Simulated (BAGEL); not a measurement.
**A workflow on CH2F2 (difluoromethane)**

Aim: a single-point energy (HF/6-31G*), then a single-point energy (NEVPT2(2,2)/6-31G*), then a single-point energy (CASPT2(2,2)/6-31G*) of CH2F2 (difluoromethane). 

The results are computed with BAGEL 1.2.2.

1 further run of the same task is left out (set aside as unsound or not needed).

## Step 1: The molecule

CH2F2: 5 atoms, total charge 0, spin state singlet. SMILES: `FCF`. The C2–H4 distance was set to 2.077 Å, away from the relaxed value. At this shape a bond of the SMILES string is far longer than usual.

Bond lengths: F1–C2 1.351 Å, C2–F3 1.351 Å, C2–H5 1.094 Å. Angles: F1–C2–F3 108.6°, F1–C2–H5 108.8°, F3–C2–H5 108.8°.

## Step 2: A single-point energy at HF/6-31G(d) (density fitting with svp-jkfit, spherical functions) (run 1)

Contents of input.json:

```json
{ "bagel": [

{
  "title": "molecule",
  "basis": "6-31gs.json",
  "df_basis": "svp-jkfit",
  "angstrom": "true",
  "geometry": [
    { "atom": "F", "xyz": [      -0.935779,       1.015604,       1.217783 ] },
    { "atom": "C", "xyz": [       0.147621,       0.807504,       0.437183 ] },
    { "atom": "F", "xyz": [       1.228021,       0.645204,       1.232683 ] },
    { "atom": "H", "xyz": [      -0.142700,      -0.932900,      -0.659500 ] },
    { "atom": "H", "xyz": [       0.302821,       1.688604,      -0.191617 ] }
  ]
},

{
  "title": "hf"
},

{
  "title": "print",
  "file": "orbitals.molden",
  "orbitals": "true"
}

]}
```

The basis set 6-31G* is read from a file made from the Basis Set Exchange's data (not shown).

The run is started by

```sh
$ BAGEL_NUM_THREADS=1 BAGEL input.json > input.out
```

Log:

```text
* using 1 threads per process

  ===============================================================
  ===============================================================

  *** Geometry ***

  { "atom" : "F", "xyz" : [     -1.768366,      1.919213,      2.301276 ] },
  { "atom" : "C", "xyz" : [      0.278963,      1.525961,      0.826156 ] },
  { "atom" : "F", "xyz" : [      2.320623,      1.219259,      2.329433 ] },
  { "atom" : "H", "xyz" : [     -0.269664,     -1.762926,     -1.246274 ] },
  { "atom" : "H", "xyz" : [      0.572249,      3.190999,     -0.362104 ] },

  Number of auxiliary basis functions:      265

  Since a DF basis is specified, we compute 2- and 3-index integrals:
    o Being stored without compression. Storage requirement is 0.004 GB

  Number of basis functions:       46
  Number of electrons      :       26

    * METHOD: MOLECULE                             0.05

  *** RHF ***

  === Nuclear Repulsion ===
    74.5982652434

      * DIIS with orbital gradients will be used.

  === RHF iteration (6-31gs.json) ===
      0       -237.56084533          0.03280290           0.01
      1       -237.65901450          0.02208935           0.01
      2       -237.72166882          0.00222693           0.01
      3       -237.72310989          0.00061099           0.01
      4       -237.72321784          0.00024212           0.01
      5       -237.72323987          0.00005115           0.01
      6       -237.72324094          0.00000942           0.01
      7       -237.72324097          0.00000215           0.04
      8       -237.72324098          0.00000081           0.01
      9       -237.72324098          0.00000033           0.01
     10       -237.72324098          0.00000008           0.01
     11       -237.72324098          0.00000003           0.01
     12       -237.72324098          0.00000001           0.01
    * SCF iteration converged.

    * Permanent dipole moment:
           (   -0.080739,    -0.452372,     0.483214) a.u.

    * METHOD: HF                                   0.17

    * METHOD: PRINT                                0.00

  ===============================================================
```

It took 0.46 s on 1 thread of Arm Neoverse V2, shared host; peak memory 0.14 GiB.

## Step 3: The energy at NEVPT2(2,2)/6-31G(d) (density fitting with svp-jkfit, spherical functions) (run 2)

Contents of input.json:

```json
{ "bagel" : [

{
  "title" : "molecule",
  "basis" : "6-31gs.json",
  "df_basis" : "svp-jkfit",
  "angstrom" : true,
  "geometry" : [
    { "atom" : "F", "xyz" : [   -0.935779,    1.015604,    1.217783 ] },
    { "atom" : "C", "xyz" : [    0.147621,    0.807504,    0.437183 ] },
    { "atom" : "F", "xyz" : [    1.228021,    0.645204,    1.232683 ] },
    { "atom" : "H", "xyz" : [   -0.142700,   -0.932900,   -0.659500 ] },
    { "atom" : "H", "xyz" : [    0.302821,    1.688604,   -0.191617 ] }
  ]
},
{
  "title" : "hf"
},
{
  "title" : "casscf",
  "nstate" : 1,
  "nact" : 2,
  "nclosed" : 12,
  "active" : [13, 14],
  "maxiter" : 200,
  "natocc" : true
},
{
  "title" : "nevpt2",
  "nstate" : 1,
  "nact" : 2,
  "nclosed" : 12,
  "active" : [13, 14],
  "maxiter" : 200,
  "natocc" : true,
  "ncore" : 3
},
{
  "title" : "print",
  "file" : "orbitals.molden",
  "orbitals" : true
}

]}
```

The basis set 6-31G* is read from a file made from the Basis Set Exchange's data (not shown).

The run is started by

```sh
$ BAGEL_NUM_THREADS=1 BAGEL input.json > input.out
```

Log:

```text
* using 1 threads per process

  ===============================================================
  ===============================================================

  *** Geometry ***

  { "atom" : "F", "xyz" : [     -1.768366,      1.919213,      2.301276 ] },
  { "atom" : "C", "xyz" : [      0.278963,      1.525961,      0.826156 ] },
  { "atom" : "F", "xyz" : [      2.320623,      1.219259,      2.329433 ] },
  { "atom" : "H", "xyz" : [     -0.269664,     -1.762926,     -1.246274 ] },
  { "atom" : "H", "xyz" : [      0.572249,      3.190999,     -0.362104 ] },

  Number of auxiliary basis functions:      265

  Since a DF basis is specified, we compute 2- and 3-index integrals:
    o Being stored without compression. Storage requirement is 0.004 GB

  Number of basis functions:       46
  Number of electrons      :       26

    * METHOD: MOLECULE                             0.05

  *** RHF ***

  === Nuclear Repulsion ===
    74.5982652434

      * DIIS with orbital gradients will be used.

  === RHF iteration (6-31gs.json) ===
      0       -237.56084533          0.03280290           0.01
      1       -237.65901450          0.02208935           0.01
      2       -237.72166882          0.00222693           0.01
      3       -237.72310989          0.00061099           0.01
      4       -237.72321784          0.00024212           0.01
      5       -237.72323987          0.00005115           0.01
      6       -237.72324094          0.00000942           0.01
      7       -237.72324097          0.00000215           0.01
      8       -237.72324098          0.00000081           0.01
      9       -237.72324098          0.00000033           0.01
     10       -237.72324098          0.00000008           0.01
     11       -237.72324098          0.00000003           0.01
     12       -237.72324098          0.00000001           0.01
    * SCF iteration converged.

    * Permanent dipole moment:
           (   -0.080739,    -0.452372,     0.483214) a.u.

    * METHOD: HF                                   0.15

  ---------------------------
      CASSCF calculation
  ---------------------------

    ==== Active orbitals : =====
         Orbital 13
         Orbital 14
    ============================

    * nstate   :      1
    * nclosed  :     12
    * nact     :      2
    * nvirt    :     32
  === CASSCF iteration (6-31gs.json) ===

    * Using the second-order algorithm

      0  0      -237.76988577     7.29e-03      0.00

      1  0      -237.78909344     1.52e-03      0.04

      2  0      -237.78952935     3.98e-04      0.04

      3  0      -237.78954407     8.67e-05      0.05

      4  0      -237.78954469     1.86e-05      0.04

      5  0      -237.78954472     3.96e-06      0.04

      6  0      -237.78954472     8.44e-07      0.04

      7  0      -237.78954472     1.80e-07      0.04

      8  0      -237.78954472     3.82e-08      0.03

      9  0      -237.78954472     8.07e-09      0.03

    * Second-order optimization converged. *

     guess   0:   closed 1.                   open ..

  === FCI iteration ===

      0  0      -237.71800085     9.14e-02      0.00
      1  0      -237.78899556     7.75e-03      0.00
      2  0 *    -237.78954472     9.01e-16      0.00

     * ci vector, state   0, <S^2> = 0.0000
       2.     0.9310312573
       .2    -0.3649394443

    * METHOD: CASSCF                               0.39

    * freezing 3 orbitals

  === DF-NEVPT2 calculation ===

    * 3-index integral transformation done
    * assembly done

      NEVPT2 correlation energy:   -0.4477642143      0.03

          (+0)     -0.3939997585
          (+0)'    -0.0088648250
          (+1)     -0.0201077516
          (+1)'    -0.0000000000
          (+2)     -0.0003391140
          (-1)     -0.0234040660
          (-1)'     0.0000000000
          (-2)     -0.0010486993

      NEVPT2 total energy:       -238.2373089346

    * METHOD: NEVPT2                               0.05

    * METHOD: PRINT                                0.00

  ===============================================================
```

Run time: 0.86 s. Hardware: 1 thread of Arm Neoverse V2, shared host; peak memory 0.14 GiB.

## Step 4: A single-point energy at CASPT2(2,2)/6-31G(d) (density fitting with svp-jkfit, spherical functions) (run 3)

Contents of calc.json:

```json
{ "bagel" : [

{
  "title" : "molecule",
  "basis" : "6-31gs.json",
  "df_basis" : "svp-jkfit",
  "angstrom" : true,
  "geometry" : [
    { "atom" : "F", "xyz" : [      -0.935779,       1.015604,       1.217783 ] },
    { "atom" : "C", "xyz" : [       0.147621,       0.807504,       0.437183 ] },
    { "atom" : "F", "xyz" : [       1.228021,       0.645204,       1.232683 ] },
    { "atom" : "H", "xyz" : [      -0.142700,      -0.932900,      -0.659500 ] },
    { "atom" : "H", "xyz" : [       0.302821,       1.688604,      -0.191617 ] }
  ]
},

{ "title" : "hf" },

{ "title" : "casscf", "nstate" : 1, "nact" : 2, "nclosed" : 12, "active" : [13, 14], "maxiter" : 200, "natocc" : true },

{ "title" : "print", "file" : "orbitals.molden", "orbitals" : true },

{ "title" : "smith", "method" : "caspt2", "ms" : true, "xms" : true, "sssr" : true, "shift" : 0.2, "shift_imag" : true, "ncore" : 3 }

]}
```

The basis set 6-31G* is read from a file made from the Basis Set Exchange's data (not shown).

The run is started by

```sh
$ BAGEL_NUM_THREADS=1 BAGEL calc.json > calc.out
```

Log:

```text
* using 1 threads per process

  ===============================================================
  ===============================================================

  *** Geometry ***

  { "atom" : "F", "xyz" : [     -1.768366,      1.919213,      2.301276 ] },
  { "atom" : "C", "xyz" : [      0.278963,      1.525961,      0.826156 ] },
  { "atom" : "F", "xyz" : [      2.320623,      1.219259,      2.329433 ] },
  { "atom" : "H", "xyz" : [     -0.269664,     -1.762926,     -1.246274 ] },
  { "atom" : "H", "xyz" : [      0.572249,      3.190999,     -0.362104 ] },

  Number of auxiliary basis functions:      265

  Since a DF basis is specified, we compute 2- and 3-index integrals:
    o Being stored without compression. Storage requirement is 0.004 GB

  Number of basis functions:       46
  Number of electrons      :       26

    * METHOD: MOLECULE                             0.05

  *** RHF ***

  === Nuclear Repulsion ===
    74.5982652434

      * DIIS with orbital gradients will be used.

  === RHF iteration (6-31gs.json) ===
      0       -237.56084533          0.03280290           0.01
      1       -237.65901450          0.02208935           0.01
      2       -237.72166882          0.00222693           0.01
      3       -237.72310989          0.00061099           0.01
      4       -237.72321784          0.00024212           0.01
      5       -237.72323987          0.00005115           0.01
      6       -237.72324094          0.00000942           0.01
      7       -237.72324097          0.00000215           0.01
      8       -237.72324098          0.00000081           0.01
      9       -237.72324098          0.00000033           0.01
     10       -237.72324098          0.00000008           0.01
     11       -237.72324098          0.00000003           0.01
     12       -237.72324098          0.00000001           0.01
    * SCF iteration converged.

    * Permanent dipole moment:
           (   -0.080739,    -0.452372,     0.483214) a.u.

    * METHOD: HF                                   0.17

  ---------------------------
      CASSCF calculation
  ---------------------------

    ==== Active orbitals : =====
         Orbital 13
         Orbital 14
    ============================

    * nstate   :      1
    * nclosed  :     12
    * nact     :      2
    * nvirt    :     32
  === CASSCF iteration (6-31gs.json) ===

    * Using the second-order algorithm

      0  0      -237.76988577     7.29e-03      0.01

      1  0      -237.78909344     1.52e-03      0.06

      2  0      -237.78952935     3.98e-04      0.06

      3  0      -237.78954407     8.67e-05      0.06

      4  0      -237.78954469     1.86e-05      0.06

      5  0      -237.78954472     3.96e-06      0.06

      6  0      -237.78954472     8.44e-07      0.05

      7  0      -237.78954472     1.80e-07      0.08

      8  0      -237.78954472     3.82e-08      0.05

      9  0      -237.78954472     8.07e-09      0.05

    * Second-order optimization converged. *

     guess   0:   closed 1.                   open ..

  === FCI iteration ===

      0  0      -237.71800085     9.14e-02      0.00
      1  0      -237.78899556     7.75e-03      0.00
      2  0 *    -237.78954472     9.01e-16      0.00

     * ci vector, state   0, <S^2> = 0.0000
       2.     0.9310312573
       .2    -0.3649394443

    * METHOD: CASSCF                               0.55

    * METHOD: PRINT                                0.00

  === SMITH program ===

    * freezing 3 orbitals

    * Approximate memory requirement for SMITH calulation per MPI process:
      o Storage requirement for T-amplitude, lambda, and residual is 0.00 GB
      o Storage requirement for MO integrals is 0.00 GB
    * Calculating and saving rdm4f

    * Zeroth order energy : state  0       -0.6265242368

    * CASPT2 iteration is performed using orthogonal basis

      -------------------------------------------  CASPT2 iteration  ---------------------------------------------------
       #      aibj      arbs      arbi      airj      risj      airs      arst      rist         Etot      error   time
      ------------------------------------------------------------------------------------------------------------------

       0  -0.39369  -0.00133  -0.02477  -0.02179  -0.00051  -0.00866   0.00000  -0.00000   -0.4507561  0.0010885   0.02
       1  -0.39372  -0.00134  -0.02480  -0.02186  -0.00053  -0.00874  -0.00000  -0.00000   -0.4509992  0.0001317   0.02
       2  -0.39372  -0.00134  -0.02480  -0.02187  -0.00053  -0.00874  -0.00000  -0.00000   -0.4510027  0.0000195   0.02
       3  -0.39372  -0.00134  -0.02480  -0.02187  -0.00053  -0.00874  -0.00000  -0.00000   -0.4510028  0.0000028   0.02
       4  -0.39372  -0.00134  -0.02480  -0.02187  -0.00053  -0.00874   0.00000  -0.00000   -0.4510028  0.0000003   0.02

      ------------------------------------------------------------------------------------------------------------------

    * CASPT2 energy : state  0     -238.2418556918
        w/o shift correction       -238.2405475164
        reference weight              0.8984819900

    * METHOD: SMITH                                0.14

  ===============================================================
```

It took 1.2 s on 1 thread of Arm Neoverse V2, shared host; peak memory 0.14 GiB.

## Step 5: Results

| quantity | value |
| --- | --- |
| run 1, HF/6-31G*: total energy | -237.72324 Eh |
| run 1, HF/6-31G*: dipole moment | 1.69 D |
| run 1, HF/6-31G*: HOMO energy | -10.57 eV |
| run 1, HF/6-31G*: LUMO energy | 1.20 eV |
| run 1, HF/6-31G*: HOMO–LUMO gap | 11.77 eV |
| run 2, NEVPT2(2,2)/6-31G*: total energy | -238.23731 Eh |
| run 3, CASPT2(2,2)/6-31G*: total energy | -238.24186 Eh |
